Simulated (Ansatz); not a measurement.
Molecule: C2H8N, charge 1, multiplicity 1. It need not be the lowest isomer of its formula. 
Structure (B3LYP-D3(BJ)/def2-TZVP (Ansatz, a first-principles code) minimum search):
```xyz
11

C      1.2581    -0.3953    -0.0017
C      0.1199     0.6002    -0.0084
N     -1.2224    -0.1249     0.0082
H      2.2005     0.1516    -0.0138
H      1.2498    -1.0158     0.8961
H      1.2403    -1.0387    -0.8830
H      0.1116     1.2216    -0.9020
H      0.1211     1.2444     0.8690
H     -1.3087    -0.7136     0.8409
H     -1.3176    -0.7348    -0.8082
H     -2.0083     0.5301     0.0039
```
Charge +1, spin multiplicity 1.

Basis-set convergence of Hartree-Fock and CCSD correlation energies (hartree) with Ansatz. Cores are frozen in the correlated levels unless marked. Spin-orbit coupling is left out. Non-relativistic.

```csv
basis,functions,E(HF),"E(corr, CCSD)"
cc-pVDZ,-,-134.63261,-0.51102
cc-pVTZ,202,___,___
```

Problem. Complete the blanks.

Solution. 
- cc-pVTZ, E(HF): -134.67375
- cc-pVTZ, E(corr, CCSD): -0.60869
